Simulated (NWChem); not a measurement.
Species: chlorine (Cl$_{2}$); SMILES ClCl

Computed with NWChem. Pople sets run with spherical d functions. Each level has its own optimisation; frequencies are unscaled.

| level | basis functions | r Cl–Cl (Å) | highest harmonic frequency (cm⁻¹) | zero-point energy (kcal/mol) |
|---|---|---|---|---|
| Hartree-Fock/STO-3G | 18 | 2.063 | 695 | 1.0 |
| Hartree-Fock/3-21G | 26 | 2.193 | 510 | 0.7 |
| Hartree-Fock/6-31G* | 36 | 1.992 | 594 | 0.8 |
| Hartree-Fock/6-31+G* | 44 | 1.995 | 593 | 0.8 |
| Hartree-Fock/6-311G** | 52 | 2.002 | 598 | 0.9 |
| Hartree-Fock/6-311++G** | 60 | 2.000 | 604 | 0.9 |
